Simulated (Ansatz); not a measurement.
A Ti₄Be₃Al₆Ni₃ cell: a random packing after short dynamics, relaxed.

```xyz
16
Lattice="6.0168 -0.1665 0.1581 -0.1789 5.9342 -0.0659 0.1607 -0.0607 6.1628" Properties=species:S:1:pos:R:3 pbc="T T T"
Al    0.2132    4.7178    2.4795
Al    5.1882    0.3509    4.3235
Al    0.7737    5.0099    5.6629
Al    4.7499    3.1035    4.3298
Al    4.6890    3.1546    0.9428
Al    3.0549    1.1661    5.5359
Ti    3.1040    4.8698    2.8819
Ti    4.7322    0.1661    1.1371
Ti    1.7395    3.0438    4.1438
Ti    1.8652    3.1177    1.0650
Be    0.6289    1.4999    5.9069
Be    3.4150    1.6673    2.7600
Be    3.2418    4.6454    5.6153
Ni    1.8901    0.4002    1.3813
Ni    1.5246    0.5795    3.7925
Ni   -0.0009    2.0092    2.2854
```

Computed with Ansatz, DFT PBE, scalar-relativistic, plane waves, PAW.

Plane waves to 420 eV, a k mesh through Γ of 6×6×6 on the computed 16-atom cell and Gaussian smearing (0.10 eV); no spin polarisation.

**Question.** Describe its local order.

**Answer.** Counting as bonded all pairs within 1.3 times the summed covalent radii:

```csv
atom → neighbour,mean count,mean length (Å),spread (Å)
Al → Al,4.33,2.83,0.16
Al → Be,2.00,2.58,0.11
Al → Ni,1.83,2.49,0.10
Al → Ti,4.17,2.97,0.27
Be → Al,4.00,2.58,0.11
Be → Ni,2.33,2.55,0.14
Be → Ti,4.00,2.66,0.19
Ni → Al,3.67,2.49,0.10
Ni → Be,2.33,2.55,0.14
Ni → Ni,2.00,2.56,0.08
Ni → Ti,3.67,2.81,0.34
Ti → Al,6.25,2.97,0.27
Ti → Be,3.00,2.66,0.19
Ti → Ni,2.75,2.81,0.34
Ti → Ti,3.50,3.19,0.58
```

Angles between all pairs of such bonds at an atom (mean ± spread): 96 ± 34° at Al, 98 ± 34° at Be, 97 ± 34° at Ni, 95 ± 35° at Ti.

**Question.** Does it have a gap?

**Answer.** It has no gap on the mesh. Levels at Γ next to the Fermi level (eV from it): -1.04, -0.94, -0.69, -0.59, -0.53, -0.18, 0.28, 0.75, 0.81, 0.94, 1.07, 1.38. It lies 0.23 eV/atom below the elements' standard states (static lattices, no corrections for gases).

The final mesh leaves forces up to 0.21 eV/Å and stresses up to 0.7 GPa: the relaxation ran on a coarser mesh, so the cell's shape, its bonds and its energy belong partly to that mesh.

Spin polarisation was left out, and a magnetic state may lie lower.

Cost: 2 runs of about 12 core-minutes in all (earlier runs that led there not counted), on Arm Neoverse N1 (shared hosts).